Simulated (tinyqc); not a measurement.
Stretching all distances: RHF, UHF, MP2, CISD and CCSD against full CI in the sto-3g basis, for BH, spin multiplicity 1. Computed by the program tinyqc with PySCF. Command: `OMP_NUM_THREADS=1 python tinyqc.py 113670 113671 out.jsonl`; one thread of a shared host (Intel(R) Xeon(R) Processor @ 2.60GHz), about 20 s.

Geometry (angstrom):
```
atom       x       y       z
B     0.0000  0.0000  0.0000
H     0.0000  0.0000  1.0860
```

All coordinates are multiplied by the scale. c0^2 is the weight of the RHF determinant in the lowest singlet FCI state (UHF is spin-contaminated and may lie near states of higher spin) and n(LUMO) the first natural occupation beyond the occupied space.

Full CI energy (hartree) and errors against it (kcal/mol):
```
scale  distance 1-2 (angstrom)     E(FCI)     RHF     UHF     MP2   CISD   CCSD  <S^2> UHF   c0^2  n(LUMO)
0.850                    0.923  -24.73356  31.662  20.451  16.077  0.801  0.153      0.632  0.913    0.083
1.000                    1.086  -24.79580  33.323  24.631  16.457  0.920  0.113      0.573  0.916    0.077
1.140                    1.238  -24.81000  35.990  29.256  17.406  1.140  0.099      0.517  0.916    0.073
1.290                    1.401  -24.80181  40.089  35.005  19.094  1.510  0.098      0.461  0.911    0.069
1.440                    1.564  -24.78201  45.547  41.723  21.524  2.045  0.101      0.410  0.901    0.067
1.590                    1.727  -24.75794  52.429  49.544  24.735  2.773  0.102      0.383  0.883    0.106
1.740                    1.890  -24.73394  60.755  51.721  28.725  3.725  0.098      0.622  0.857    0.162
1.880                    2.042  -24.71384  69.774  48.017  33.079  4.825  0.088      0.718  0.824    0.231
2.030                    2.205  -24.69607  80.585  42.273  38.205  6.204  0.072      0.803  0.779    0.320
```

UHF lies below RHF over the whole range. The weight c0^2 goes from 0.91 to 0.78 and n(LUMO) from 0.08 to 0.32: static correlation grows as the bonds break into open-shell fragments. The spread of the error along the curve, which distorts its shape, is CCSD 0.1, CISD 5.4, MP2 22.1, UHF 31.3, RHF 48.9 kcal/mol.
